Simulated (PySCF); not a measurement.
BO2: bend–stretch map

Computed with PySCF, UB3LYP, basis B def2-TZVP, O def2-TZVP (no relativity, density fitting).

Rigid scan from the doublet minimum (B–O 1.261 Å (×2); O–B–O 180.0°). Coordinate: rows scale both bonds, columns set the O–B–O angle. Energies in kJ/mol from the minimum.

```
scale \ angle     90    105    120    135    150   165   180
         0.94  528.2  308.8  190.4  120.0   76.9  52.9  45.2
         0.97      ?      ?  145.9   81.1   40.6  17.8  10.4
         1.00  397.5  223.2  126.6   66.8   28.7   7.1   0.0
         1.03  370.1  214.7  127.3   72.0   36.2  15.7   8.9
         1.06  361.3  222.8      ?   92.5   59.0  39.5  33.1
         1.10  371.7      ?  183.9      ?  107.4  89.4  83.4
```

Task: Fill in the five missing cells, row by row.

Result: 448.3, 252.8, 143.6, 253.1, 138.1.

The bond scale of lowest energy on the grid is 1.06 at 90°, 1.03 at 105°, 1.00 at 120°, 1.00 at 135°, 1.00 at 150°, 1.00 at 165°, 1.00 at 180°.

Other isomers or separated fragments may lie lower.
